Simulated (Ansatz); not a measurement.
This geometry of CH₂AlSi (5 atoms, charge 0, multiplicity 2) is a first-order saddle point.

The calculation used UKS PBE-D4/def2-SVP in Ansatz 0.2.0.

```xyz
5
Properties=species:S:1:pos:R:3
Al -1.324 -0.208 -0.795
C 0.428 -0.183 -0.189
Si 2.135 -0.335 0.071
H -2.791 0.275 -0.390
H 1.553 0.450 1.304
```

**Question.** Which two structures does it join? (They come from a converged band through this point; their orientation in space is the band's.)

**Answer.** Bonds broken: Si3–H5. Bonds formed: Al1–Si3, C2–H5.

Initial state:

```xyz
5
Properties=species:S:1:pos:R:3
Al -1.489 -0.185 -0.600
C 0.129 0.137 0.149
Si 1.764 -0.409 0.209
H -3.034 0.019 -0.912
H 2.631 0.438 1.154
```

Final state:

```xyz
5
Properties=species:S:1:pos:R:3
Al -0.869 -0.192 -0.420
C 0.814 0.209 0.414
Si 1.311 -1.188 -0.551
H -2.406 0.195 -0.577
H 1.151 0.976 1.134
```

**Question.** How far does it lie above each of them?

**Answer.** 0.247 eV above the first and 1.935 eV above the second. This is the barrier of this one path; another mechanism may lie lower.

Time of the run: 4.3 min on 1 thread of Arm Neoverse N1 (shared host), peak memory 0.12 GiB.
